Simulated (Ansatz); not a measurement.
bcc Cs, treated with RPBE (plane waves, PAW; Ansatz, an electronic-structure program).

Settings: plane-wave cutoff 520 eV, 14×14×14 k mesh, Fermi–Dirac smearing 0.05 eV, scalar-relativistic PAW data made under PBE.

Pressure at four volumes; x = ln(V/131.642 Å³). One pressure is withheld.

| V (Å³/atom) | x | P (GPa) |
|---|---|---|
| 123.743 | -0.0619 | 0.115 |
| 131.642 | 0.0000 | 0.000 |
| 136.908 | 0.0392 | -0.060 |
| 139.540 | 0.0583 | ? |

Question: Pass a parabola P(x) through the three rows shown, estimate the bulk modulus and its pressure derivative near zero pressure, and predict the withheld pressure.

Answer: Slopes between the rows: (0.000 − (0.115))/(0.0000 − (-0.0619)) = -1.86 and (-0.060 − (0.000))/(0.0392 − (0.0000)) = -1.53 GPa. Their difference over the span 0.1011 is c = 0.33/0.1011 = 3.3 GPa, so P(x) = 0.115 + (-1.86)(x − (-0.0619)) + 3.3 (x − (-0.0619))(x − (0.0000)). At the middle row B = −dP/dx = −[-1.86 + 3.3 × 0.0619] = 1.7 GPa, and B′ = dB/dP = 2c/B = 3.9. At x = 0.0583 the parabola gives -0.085 GPa; the run gives -0.086 GPa. The Birch–Murnaghan fit to the energies at all volumes has B0 = 1.65 GPa and B′ = 3.6.

Measured, for comparison: bulk modulus 2.11 GPa (corrected for temperature and zero-point phonon effects, our sources range from 2.11 to 2.35; as tabulated in Levämäki et al. (2014), arXiv:1402.3671). Computed (rounded) less measured: bulk modulus -22 % (-22 % to -30 % over the range).

Note: the cell is over a tenth larger than the published one: the level's own overestimate first of all, though another phase or state, or a fault of the published cell, is possible.

Spin–orbit coupling is not included.
